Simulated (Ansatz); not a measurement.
Geometry optimisation, Ansatz, RKS PBE/def2-TZVP.

Input file:

```yaml
crystal:
  periodic: [false, false, false]
  atoms:
    - { symbol: B, position_ang: [0.0, 0.0, 0.0] }
    - { symbol: F, position_ang: [0.8785, 0.0, 1.2404] }
    - { symbol: H, position_ang: [1.3883, 0.0, 0.0683] }
    - { symbol: H, position_ang: [-1.0305, 0.0, -0.595] }
basis:
  gaussian: { orbitals: def2-TZVP }
hamiltonian:
  xc: pbe
relax:
  f_tol: 0.15
  max_steps: 25
  restrain:
    - { distance: [1, 2], at: 2.12, k: 30.0 }
    - { distance: [0, 1], at: 1.32, k: 30.0 }
    - { distance: [0, 2], at: 1.19, k: 30.0 }
output:
  orbitals: {}
```

Command:

```bash
$ ansatz run input.yaml --threads 1 --pin off --max-ram 2048MiB --backend cpu --events-out ev --progress --plain --runs-dir out
```

Where does it end, and by what steps?

The run converged. The restraints hold the end off the free minimum; the threshold counts their pulls, which the force column leaves out. Restrained pairs: F2–H3 (1.28 → 2.13 Å), B1–F2 (1.52 → 1.32 Å), B1–H3 (1.39 → 1.19 Å). After 4 steps the energy has fallen by 4.698 eV (the restraints' own energy left out); F2 moved furthest, 0.54 Å.

```tsv
step	energy less start (eV)	largest force component (eV/Å)	accepted
0	0.0000	6.324	yes
1	-2.5117	4.736	yes
2	-4.1938	2.920	yes
3	-4.6943	0.329	yes
4	-4.6984	0.375	yes
```

```xyz
4
Properties=species:S:1:pos:R:3
B 0.303 0.000 0.115
F 0.374 0.000 1.436
H 1.350 0.000 -0.456
H -0.791 0.000 -0.382
```

Time of the run: 2.8 s on 1 thread of Intel(R) Xeon(R) 6975P-C (Granite Rapids) (shared host), peak memory 0.12 GiB.
